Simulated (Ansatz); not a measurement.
1T (CdI2-type) TiTe2, treated with PBEsol-D3(BJ) (Ansatz, a first-principles code, PAW).

Run with plane-wave cutoff 520 eV, 18×18×10 k mesh (along the axes of the cell as run), Fermi–Dirac smearing 0.05 eV, no spin polarisation, scalar-relativistic PAW data made under PBE.

A third-order Birch–Murnaghan fit to the energies gives V0 = 23.526 Å³/atom, B0 = 55.0 GPa, B′ = 6.2.

```tsv
V (Å³/atom)	P (GPa)
22.584	…
23.055	…
23.525	0.002
23.996	…
24.466	…
```

Question: Estimate the withheld pressures from this fit; the answers are the runs' own values.

Answer: 
- 22.584, P (GPa): 2.539
- 23.055, P (GPa): 1.186
- 23.996, P (GPa): -1.031
- 24.466, P (GPa): -1.903

The formula P = (3/2) B0 (x^(7/3) − x^(5/3)) [1 + (3/4)(B′ − 4)(x^(2/3) − 1)] with x = V0/V meets the computed pressures within 0.02 GPa when these rounded values are put in.

Shape and atoms are relaxed at each volume.

Note: the volume lies 12 % below that of the published cell; the bulk modulus comes from volumes at which shape and atoms were relaxed.

Spin–orbit coupling is not included; it can open a gap where bands touch, and shift volumes and moduli.

The result took roughly 17 core-minutes.
